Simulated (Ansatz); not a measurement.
**H2S2 (SMILES SS) at 6 levels**

We compute a comparison of 6 runs (PBE/STO-3G, SVWN5/STO-3G, MP2/STO-3G, CCSDT(Q)/STO-3G, CCSDT/STO-3G, CCSD(T)/STO-3G) of H2S2. 

Program for the calculation: Ansatz 0.2.0.

44 further runs of the same task are left out: 10 that didn't finish, 34 set aside as unsound or not needed.

## Step 1: The system as given

H2S2 has 4 atoms, charge 0, and is taken as a singlet. As SMILES, `SS`. The S2–S1 distance was set to 3.069 Å, away from the relaxed value. At this shape a bond of the SMILES string is far longer than usual.

Bond lengths: S1–H3 1.347 Å, S2–H4 1.347 Å. A long bond or contact: S1–S2 3.069 Å.

## Step 2: The energy at PBE/STO-3G (run 1)

Contents of in.yaml:

```yaml
crystal:
  periodic: [false, false, false]
  atoms:
    - {symbol: S, position_ang: [1.146624, -1.744632, 0.216357]}
    - {symbol: S, position_ang: [0.060220, 1.121560, 0.067360]}
    - {symbol: H, position_ang: [0.136724, -2.308012, 0.906547]}
    - {symbol: H, position_ang: [-0.619290, 1.020250, -1.090950]}
basis:
  gaussian: {orbitals: STO-3G}
magnetization: {spin_polarized: false, initial_magnetization: 0}
hamiltonian: {xc: {name: PBE}}
accuracy: high
```

On the command line:

```console
$ ansatz run in.yaml --threads 1 --pin off --max-ram 3480MiB --events-out events.jsonl --progress --plain --runs-dir runs
```

The program printed:

```text
Warning: RAYON_NUM_THREADS=1 ignored (pool sized by the plan → 1); use --threads N
Functional definition: PBE
  name "PBE"
  parameter kappa = 0.804
  parameter beta = 0.06672455060314922
  exchange = pbe_x(kappa = kappa, mu = beta*pi^2/3)
  correlation = pbe_c(beta = beta)
318 factors; integrals over basis functions are off by at most 2.1e-8 eV
mean field evaluation 1: about -21449.1922 eV, gradient 3.4e0 eV
mean field evaluation 2: about -21449.1849 eV, gradient 2.1e0 eV
mean field evaluation 4: about -21449.1445 eV, gradient 3.4e0 eV
mean field evaluation 8: about -21449.2290 eV, gradient 1.1e-4 eV
mean field -21449.22898763 eV, -788.2446264858 hartree, gradient 2.9e-8 eV, S^2 0.000000; 0 other end points of the search recorded, 0 dependent functions left out
reference -21449.22898936 eV, -788.2446265494 hartree; 17, 17 occupied and 3, 3 virtual orbitals, 318 factors
Total energy: -21449.22898936 eV, -788.2446265494 hartree
```

Wall time 0.46 s (1 thread of Intel Xeon 6975P-C (Granite Rapids), shared host).

## Step 3: A single-point energy at SVWN5/STO-3G (run 2)

Contents of run.yaml:

```yaml
basis:
  gaussian:
    orbitals: STO-3G
crystal:
  periodic: [false, false, false]
  atoms:
    - {symbol: S, position_ang: [1.146624, -1.744632, 0.216357]}
    - {symbol: S, position_ang: [0.060220, 1.121560, 0.067360]}
    - {symbol: H, position_ang: [0.136724, -2.308012, 0.906547]}
    - {symbol: H, position_ang: [-0.619290, 1.020250, -1.090950]}
magnetization:
  spin_polarized: false
  initial_magnetization: 0
hamiltonian:
  xc: {name: SVWN5}
accuracy: high
```

On the command line:

```console
$ ansatz run run.yaml --threads 1 --pin off --max-ram 3480MiB --events-out events.jsonl --progress --plain --runs-dir runs
```

The program printed:

```text
Warning: RAYON_NUM_THREADS=1 ignored (pool sized by the plan → 1); use --threads N
Functional definition: SVWN5
  name "SVWN5"
  exchange = slater_x
  correlation = vwn5_c
318 factors; integrals over basis functions are off by at most 2.1e-8 eV
mean field evaluation 1: about -21382.0011 eV, gradient 3.9e0 eV
mean field evaluation 2: about -21381.3537 eV, gradient 3.7e0 eV
mean field evaluation 4: about -21381.6894 eV, gradient 2.1e0 eV
mean field evaluation 8: about -21382.0562 eV, gradient 8.0e-5 eV
mean field -21382.05619814 eV, -785.7760720035 hartree, gradient 9.7e-8 eV, S^2 0.000000; 0 other end points of the search recorded, 0 dependent functions left out
reference -21382.05619982 eV, -785.7760720653 hartree; 17, 17 occupied and 3, 3 virtual orbitals, 318 factors
Total energy: -21382.05619982 eV, -785.7760720653 hartree
```

Wall time 0.28 s (1 thread of Intel Xeon 6975P-C (Granite Rapids), shared host).

Run 3 isn't shown in full; the table further down has it.

## Step 4: The energy at CCSDT(Q)/STO-3G (run 4)

Contents of run.yaml:

```yaml
crystal:
  periodic: [false, false, false]
  atoms:
    - {symbol: S, position_ang: [1.146624, -1.744632, 0.216357]}
    - {symbol: S, position_ang: [0.060220, 1.121560, 0.067360]}
    - {symbol: H, position_ang: [0.136724, -2.308012, 0.906547]}
    - {symbol: H, position_ang: [-0.619290, 1.020250, -1.090950]}
basis:
  gaussian: {orbitals: STO-3G}
magnetization: {spin_polarized: false}
correlation: {method: ccsdt_q, frozen_orbitals: {H: 0, S: 5}}
accuracy: high
scf: {omitted_lower_state_checks: [cluster_reference, increment]}
```

On the command line:

```console
$ ansatz run run.yaml --threads 1 --pin off --max-ram 3480MiB --events-out events.jsonl --progress --plain --runs-dir runs
```

The program printed:

```text
Warning: RAYON_NUM_THREADS=1 ignored (pool sized by the plan → 1); use --threads N
[... 11 lines left out ...]
10 core orbitals not correlated: weight in the atoms' cores, before any rotation towards them, 1.000 or more for the frozen orbitals, at most 0.000 for the correlated occupied ones
[... 50 lines left out ...]
WARN: these amplitudes may be one of several solutions (largest doubles amplitude 0.62, level shift 7.28 eV)
Total energy: -21428.34904943 eV, -787.4773029098 hartree
Checks for a lower state left out: cluster_reference, increment
```

Wall time 0.18 s (1 thread of Intel Xeon 6975P-C (Granite Rapids), shared host).

Run 5 isn't shown in full; the table further down has it.

## Step 5: A single-point energy at CCSD(T)/STO-3G (run 6)

Contents of run.yaml:

```yaml
basis:
  gaussian:
    orbitals: STO-3G
crystal:
  periodic: [false, false, false]
  atoms:
    - {symbol: S, position_ang: [1.146624, -1.744632, 0.216357]}
    - {symbol: S, position_ang: [0.060220, 1.121560, 0.067360]}
    - {symbol: H, position_ang: [0.136724, -2.308012, 0.906547]}
    - {symbol: H, position_ang: [-0.619290, 1.020250, -1.090950]}
correlation:
  method: ccsd_t
  frozen_orbitals: {H: 0, S: 5}
scf:
  omitted_lower_state_checks: [cluster_reference, increment]
accuracy: high
```

On the command line:

```console
$ ansatz run run.yaml --threads 1 --pin off --max-ram 3480MiB --events-out events.jsonl --progress --plain --runs-dir runs
```

The program printed:

```text
Warning: RAYON_NUM_THREADS=1 ignored (pool sized by the plan → 1); use --threads N
[... 11 lines left out ...]
10 core orbitals not correlated: weight in the atoms' cores, before any rotation towards them, 1.000 or more for the frozen orbitals, at most 0.000 for the correlated occupied ones
[... 40 lines left out ...]
WARN: these amplitudes may be one of several solutions (largest doubles amplitude 0.62, level shift 7.28 eV)
Total energy: -21428.34981156 eV, -787.4773309175 hartree
Checks for a lower state left out: cluster_reference, increment
```

Run time: 0.1 s. Hardware: 1 thread of Intel Xeon 6975P-C (Granite Rapids), shared host.

## Step 6: Overview of the runs

```csv
run,level,frozen core orbitals,energy (Eh),wall time
1,PBE/STO-3G,–,-788.244627,0.46 s
2,SVWN5/STO-3G,–,-785.776072,0.28 s
3,MP2/STO-3G,10,-787.415614,0.1 s
4,CCSDT(Q)/STO-3G,10,-787.477303,0.18 s
5,CCSDT/STO-3G,10,-787.477258,0.18 s
6,CCSD(T)/STO-3G,10,-787.477331,0.1 s
```

## Step 7: Summary of results

| quantity | value |
| --- | --- |
| run 6: total energy | -787.47733 Eh |
| run 6: correlation energy (10 core orbitals frozen) | -163.7 mEh |
| run 6: (T) correction | -0.22 mEh |
| run 6: T1 diagnostic | 0.015 |

What this shows: Totals of different functionals can't be ranked against each other. In runs 3, 4, 5, 6 the log says that unrestricted orbitals would lower the reference, so the values rest on an unstable closed-shell determinant (other closed-shell runs at this shape may share the fault). In runs 1, 2, 3, 4, 5, 6 the basis is minimal, so the values are rough. All runs together took 1.3 s, the longest 0.46 s.
